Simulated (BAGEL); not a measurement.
# C2HFO2 (SMILES O=C1OC1F): B3LYP/6-31G(d) (density fitting with qzvpp-jkfit, spherical functions)

What is the energy change on altering one bond length of C2HFO2 at B3LYP/6-31G* (density fitting with qzvpp-jkfit, spherical functions)? 

The results are computed with BAGEL 1.2.2.

### Step 1. The structure to begin with

The species is C2HFO2 (6 atoms), meant as a singlet with charge 0. As SMILES, `O=C1OC1F`. The shape is that of a PBE0-D4/def2-TZVP optimisation.

Bond lengths: O1–C2 1.178 Å, C2–O3 1.338 Å, C2–C4 1.443 Å, O3–C4 1.463 Å, C4–F5 1.331 Å, C4–H6 1.086 Å. Angles: O1–C2–O3 138.9°, O1–C2–C4 157.7°, O3–C2–C4 63.4°, C2–O3–C4 61.8°, C2–C4–O3 54.8°, C2–C4–F5 120.5°, O3–C4–F5 114.3°, C2–C4–H6 125.4°, O3–C4–H6 114.7°, F5–C4–H6 112.2°.

### Step 2. A single-point energy at B3LYP/6-31G(d) (density fitting with qzvpp-jkfit, spherical functions)

Contents of input.json:

```json
{ "bagel": [

{
  "title": "molecule",
  "basis": "6-31gs.json",
  "df_basis": "qzvpp-jkfit",
  "angstrom": true,
  "geometry": [
    { "atom": "O", "xyz": [   -0.635200,   -1.919200,    0.071700 ] },
    { "atom": "C", "xyz": [   -0.117100,   -0.862400,    0.028300 ] },
    { "atom": "O", "xyz": [    1.094400,   -0.341000,   -0.198800 ] },
    { "atom": "C", "xyz": [   -0.014300,    0.576300,    0.067400 ] },
    { "atom": "F", "xyz": [   -0.384000,    1.307800,   -0.981200 ] },
    { "atom": "H", "xyz": [    0.098400,    1.174500,    0.966500 ] }
  ]
},
{ "title": "ks", "xc_func": "b3lyp" },
{ "title": "print", "file": "orbitals.molden", "orbitals": true }

]}
```

The basis set 6-31G* is read from a file made from the Basis Set Exchange's data (not shown).

Launch:

```sh
BAGEL_NUM_THREADS=1 BAGEL input.json > input.out
```

Standard output:

```text
* using 1 threads per process

  ===============================================================
  ===============================================================

  *** Geometry ***

  { "atom" : "O", "xyz" : [     -1.200354,     -3.626762,      0.135493 ] },
  { "atom" : "C", "xyz" : [     -0.221287,     -1.629700,      0.053479 ] },
  { "atom" : "O", "xyz" : [      2.068116,     -0.644397,     -0.375678 ] },
  { "atom" : "C", "xyz" : [     -0.027023,      1.089049,      0.127368 ] },
  { "atom" : "F", "xyz" : [     -0.725655,      2.471384,     -1.854199 ] },
  { "atom" : "H", "xyz" : [      0.185949,      2.219483,      1.826420 ] },

  Number of auxiliary basis functions:      399

  Since a DF basis is specified, we compute 2- and 3-index integrals:
    o Being stored without compression. Storage requirement is 0.017 GB

  Number of basis functions:       72
  Number of electrons      :       38

    * METHOD: MOLECULE                             0.12

  *** Kohn-Sham DFT ***

    * Removing 11213 points whose weight is below 1.00e-10
    * Grid points: 78223

  === Nuclear Repulsion ===
   166.0514333335

       - DIIS with orbital gradients will be used.

  === KS iteration (b3lyp / 6-31gs.json) ===
      0       -295.70395714          0.16836333           0.18
      1       -220.28855272          0.29491759           0.17
      2       -270.95468589          0.20731160           0.17
      3       -296.09121929          0.19206221           0.17
      4       -319.08966429          0.13265292           0.17
      5       -326.15926366          0.05018901           0.17
      6       -326.57204177          0.04069745           0.17
      7       -327.01987585          0.00549904           0.17
      8       -327.01632332          0.00672083           0.17
      9       -327.02905297          0.00225504           0.17
     10       -327.03048378          0.00068088           0.17
     11       -327.03063494          0.00013363           0.17
     12       -327.03064023          0.00003174           0.17
     13       -327.03064058          0.00000666           0.17
     14       -327.03064059          0.00000514           0.17
     15       -327.03064059          0.00000168           0.17
     16       -327.03064059          0.00000089           0.17
     17       -327.03064059          0.00000050           0.17
     18       -327.03064059          0.00000012           0.17
     19       -327.03064059          0.00000004           0.17
     20       -327.03064059          0.00000002           0.17
     21       -327.03064059          0.00000001           0.17
     22       -327.03064059          0.00000000           0.17
    * SCF iteration converged.

    * Permanent dipole moment:
           (   -0.024209,    -0.850191,    -0.473461) a.u.

    * METHOD: KS                                   4.25

    * METHOD: PRINT                                0.01

  ===============================================================
```

It took 4.8 s on 1 thread of Arm Neoverse V2, shared host; peak memory 0.28 GiB.

### Step 3. The distorted shape, same level

Contents of calc.json:

```json
{ "bagel": [

{
  "title": "molecule",
  "basis": "6-31gs.json",
  "df_basis": "qzvpp-jkfit",
  "angstrom": true,
  "geometry": [
    { "atom": "O", "xyz": [   -0.450342,   -2.284966,    0.596023 ] },
    { "atom": "C", "xyz": [    0.067758,   -1.228166,    0.552623 ] },
    { "atom": "O", "xyz": [    1.279258,   -0.706766,    0.325523 ] },
    { "atom": "C", "xyz": [    0.170558,    0.210534,    0.591723 ] },
    { "atom": "F", "xyz": [   -0.384000,    1.307800,   -0.981200 ] },
    { "atom": "H", "xyz": [    0.283258,    0.808734,    1.490823 ] }
  ]
},
{ "title": "ks", "xc_func": "b3lyp" },
{ "title": "print", "file": "orbitals.molden", "orbitals": true }

]}
```

The basis set 6-31G* is read from a file made from the Basis Set Exchange's data (not shown).

Launch:

```sh
BAGEL_NUM_THREADS=1 BAGEL calc.json > calc.out
```

Standard output:

```text
* using 1 threads per process

  ===============================================================
  ===============================================================

  *** Geometry ***

  { "atom" : "O", "xyz" : [     -0.851023,     -4.317960,      1.126320 ] },
  { "atom" : "C", "xyz" : [      0.128044,     -2.320897,      1.044306 ] },
  { "atom" : "O", "xyz" : [      2.417447,     -1.335594,      0.615149 ] },
  { "atom" : "C", "xyz" : [      0.322308,      0.397852,      1.118194 ] },
  { "atom" : "F", "xyz" : [     -0.725655,      2.471384,     -1.854199 ] },
  { "atom" : "H", "xyz" : [      0.535280,      1.528286,      2.817247 ] },

  Number of auxiliary basis functions:      399

  Since a DF basis is specified, we compute 2- and 3-index integrals:
    o Being stored without compression. Storage requirement is 0.017 GB

  Number of basis functions:       72
  Number of electrons      :       38

    * METHOD: MOLECULE                             0.12

  *** Kohn-Sham DFT ***

    * Removing 10428 points whose weight is below 1.00e-10
    * Grid points: 79008

  === Nuclear Repulsion ===
   151.3546515297

       - DIIS with orbital gradients will be used.

  === KS iteration (b3lyp / 6-31gs.json) ===
      0       -301.60499722          0.14646049           0.18
      1       -285.28158672          0.21064674           0.17
      2       -289.53200408          0.22684937           0.17
      3       -318.77767626          0.11403296           0.17
      4       -314.17800634          0.14670336           0.17
      5       -326.64894241          0.02681142           0.17
      6       -326.41058800          0.03972048           0.17
      7       -326.87271098          0.01077414           0.17
      8       -326.90723877          0.00674186           0.17
      9       -326.92473148          0.00155415           0.17
     10       -326.92562620          0.00025465           0.17
     11       -326.92564834          0.00011764           0.17
     12       -326.92565101          0.00007792           0.17
     13       -326.92565301          0.00001414           0.17
     14       -326.92565277          0.00002823           0.17
     15       -326.92565309          0.00000127           0.17
     16       -326.92565309          0.00000067           0.17
     17       -326.92565309          0.00000069           0.17
     18       -326.92565309          0.00000015           0.17
     19       -326.92565309          0.00000014           0.17
     20       -326.92565309          0.00000003           0.17
     21       -326.92565309          0.00000002           0.17
     22       -326.92565309          0.00000001           0.17
    * SCF iteration converged.

    * Permanent dipole moment:
           (   -0.365476,    -0.120684,    -1.127848) a.u.

    * METHOD: KS                                   4.20

    * METHOD: PRINT                                0.01

  ===============================================================
```

It took 4.5 s on 1 thread of Arm Neoverse V2, shared host; peak memory 0.29 GiB.

### Step 4. Summary of results

At B3LYP/6-31G* (density fitting with qzvpp-jkfit, spherical functions):

| quantity | value |
| --- | --- |
| first shape: total energy | -327.03064 Eh |
| first shape: dipole moment | 2.47 D |
| first shape: HOMO energy | -7.96 eV |
| first shape: LUMO energy | -0.67 eV |
| first shape: HOMO–LUMO gap | 7.30 eV |
| distorted shape: total energy | -326.92565 Eh |
| distorted shape: dipole moment | 3.03 D |
| distorted shape: HOMO energy | -8.89 eV |
| distorted shape: LUMO energy | -3.93 eV |
| distorted shape: HOMO–LUMO gap | 4.97 eV |
| energy change with the C4–F5 bond stretched from 1.331 to 1.996 Å | 2.857 eV |

In words: With the C4–F5 bond stretched from 1.331 to 1.996 Å the energy rises by 2.86 eV (276 kJ/mol). The first shape isn't relaxed at this level, so the change isn't measured from a minimum.
